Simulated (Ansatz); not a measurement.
# CH2Li radical (SMILES [Li][CH2]): a short trajectory

Aim: follow the atoms for 60 steps of 0.75 fs at constant energy, with velocities drawn for 1500 K.

Program: Ansatz 0.2.0, Gaussian basis. Level of theory: BLYP-D4/STO-3G, unrestricted. These are calculated values, not measurements.

## 1. The system as given

SMILES `[Li][CH2]`, 4 atoms, charge 0, spin multiplicity 2.

Atoms are counted from 1 here; the program's logs count them from 0.

Bond lengths: Li1–C2 1.862 Å, C2–H3 1.094 Å, C2–H4 1.094 Å. Angles: Li1–C2–H3 127.2°, Li1–C2–H4 127.3°, H3–C2–H4 105.5°.

Geometry (Å):

```xyz
4
charge 0, multiplicity 2
Li   -1.4244    0.7918   -0.5722
C     0.1111   -0.0614    0.0450
H     0.2727   -1.1381    0.1475
H     1.0406    0.4077    0.3797
```

## 2. The run

Contents of md/in.yaml:

```yaml
crystal:
  periodic: [false, false, false]
  atoms:
    - {symbol: Li, position_ang: [-1.424390, 0.791770, -0.572220]}
    - {symbol: C, position_ang: [0.111110, -0.061380, 0.045000]}
    - {symbol: H, position_ang: [0.272660, -1.138090, 0.147550]}
    - {symbol: H, position_ang: [1.040620, 0.407710, 0.379670]}
basis:
  gaussian: {orbitals: STO-3G}
magnetization: {spin_polarized: true, initial_magnetization: 1}
hamiltonian: {xc: {name: BLYP}, dispersion: d4}
md: {n_steps: 60, timestep: 0.75, temperature: 1500, ensemble: nve, seed: 522, initial_velocities: maxwell_boltzmann}
```

On the command line:

```bash
ansatz run in.yaml --threads 2 --pin off --events-out ev --progress --plain --max-ram 3481MiB
```

What does the calculation give? Wanted: temperature at the start; mean temperature, second half; lowest and highest potential energy, from the first frame; largest change of potential + kinetic.

**Answer**, as computed:

| quantity | value |
| --- | --- |
| length | 60 steps, 45.0 fs |
| temperature at the start | 1500 K |
| mean temperature, second half | 917 K |
| lowest and highest potential energy, from the first frame | 0 and 305 meV |
| largest change of potential + kinetic | 2.7 meV |

With no thermostat the total energy should stay fixed; it holds within 2.7 meV, small beside the kinetic energy, so the time step serves. The temperature runs between 330 and 1500 K. The molecule keeps its bonds.
